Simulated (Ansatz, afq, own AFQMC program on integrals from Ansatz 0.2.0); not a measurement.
## SiGeH₃⁺, triplet in cc-pVDZ, levels against CCSDT(Q)

```xyz
5

Si   -0.0291    0.0911    1.6863
Ge    0.0129   -0.0156   -0.6336
H     0.2341   -1.4090    1.7523
H    -0.3266   -1.2336   -1.5256
H    -0.0229    1.2257   -1.5544
```

Connectivity, by distances: SiH–GeH2.

Basis cc-pVDZ. Only valence electrons are correlated. AFQMC by an in-house program on the Cholesky factors that Ansatz 0.2.0 writes for its CCSD(T) run. The CISD trial takes its coefficients from CCSD amplitudes. Released means that phaseless walkers are propagated on without the constraint, phases kept. Error bars are statistical, one sigma. No spin–orbit coupling.

Determinant: UHF, the one that the program's search chose, which needn't be the lowest solution. The geometry is a PBE0/def2-TZVP stationary point of this or a neighbouring charge and spin state.

No full CI on the walks' own integrals is used here; CCSDT(Q) serves as the reference and is uncertain by about the last step of the cluster series.

Cautions: no relativity below Rb; no spin-orbit coupling; inner d shell frozen; another spin lies lower (by 435 meV); the released energies are still falling, so no released level is given (meV from the phaseless value at times in 1/Eh: -4 ± 3 at 0.24, -10 ± 3 at 0.51, -15 ± 3 at 0.99, -16.7 ± 2.5 at 1.62, -20.8 ± 2.5 at 2.40), though the last usable value meets CCSDT(Q) within the noise.

```
T1 diagnostic                               : 0.0285
weight of the determinant in the CISD state : 0.870
⟨S²⟩ of the determinant                     : 2.010
size of the correlated space                : 10 electrons in 41 orbitals
```

```csv
level,correlation energy (eV)
MP2,-3.7951
CCSD,-4.8389
CCSD(T),-4.9919
```

Question: Estimate where phaseless AFQMC with a CISD trial lies against CCSD(T) on the same integrals.

Answer: 2.8 ± 0.3 kJ/mol below CCSD(T).

Reference: CCSDT(Q), correlation energy -5.045 eV.

```json
{"level": "CCSD(T)", "E − E(reference) (kJ/mol)": "5.1", "share of correlation (%)": "98.96"}
{"level": "CCSDT", "E − E(reference) (kJ/mol)": "0.8", "share of correlation (%)": "99.84"}
{"level": "ph-AFQMC/CISD", "E − E(reference) (kJ/mol)": "2.3 ± 0.3", "share of correlation (%)": "99.52"}
```
